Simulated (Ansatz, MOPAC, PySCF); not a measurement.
Molecule: CH3S (charge -1, singlet). SMILES: [S-]C
Geometry: optimised at B3LYP-D3(BJ)/def2-TZVP (Ansatz, a first-principles code).

Unscaled harmonic wavenumbers (cm⁻¹) in rising order, each level at the stationary point that it reaches from this structure (no distance between atoms moves by over 0.3 Å); the order of modes can differ between levels, and a negative number is imaginary. B3LYP-D3(BJ)/def2-TZVP (PySCF, at the structure above): 686, 921, 921, 1314, 1474, 1474, 2921, 2944, 2944.

PM6 (MOPAC): 777, 898, 898, 1251, 1277, 1277, 2701, 2701, 2773. Zero-point energy 20.8 against 22.3 kcal/mol; where all levels lie over 400 cm⁻¹, the wavenumbers are on average 0.950 times those of B3LYP-D3(BJ)/def2-TZVP.

PM7 (MOPAC): 740, 899, 899, 1291, 1313, 1313, 2673, 2673, 2755. Zero-point energy 20.8 against 22.3 kcal/mol; where all levels lie over 400 cm⁻¹, the wavenumbers are on average 0.950 times those of B3LYP-D3(BJ)/def2-TZVP.

HF/3-21G (Ansatz): 683, 986, 986, 1448, 1673, 1673, 3154, 3205, 3205. Zero-point energy 24.3 against 22.3 kcal/mol; where all levels lie over 400 cm⁻¹, the wavenumbers are on average 1.085 times those of B3LYP-D3(BJ)/def2-TZVP.
